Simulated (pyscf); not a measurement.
Structures and frequencies: ωB97X-D3(BJ)/def2-SVP in PySCF.

Task: For the elementary gas-phase step HO–GeH₂–SnH₃ (SMILES [OH][GeH2][SnH3]) + H₂ (SMILES [H][H]) → H₃Ge–SnH₃ (SMILES [GeH3][SnH3]) + H₂O (SMILES O) (singlet surface; Ge–O, H–H broken, Ge–H, H–O formed), what barrier and reaction energy does ωB97M-D3(BJ)/def2-TZVP give, measured from the separated reactants?

Result: ΔE‡ = 182.9 kJ/mol, ΔE = -6.4 kJ/mol. Zero-point energy shifts the barrier by +9.4 kJ/mol. It is a four-centre exchange, with an imaginary mode of 1306i cm⁻¹. On the product side the descent ends in a complex (not fully relaxed), 17.8 kJ/mol under the separated species and 206.1 kJ/mol under the saddle at ωB97X-D3(BJ)/def2-TZVP. At the saddle there is also a short Ge–H contact that neither side keeps. This is the saddle that the search found; another between the same sides may lie lower. Elements up to Kr have no core potential and no relativistic terms here. Elements past Kr carry the def2 core potentials, without spin-orbit coupling.
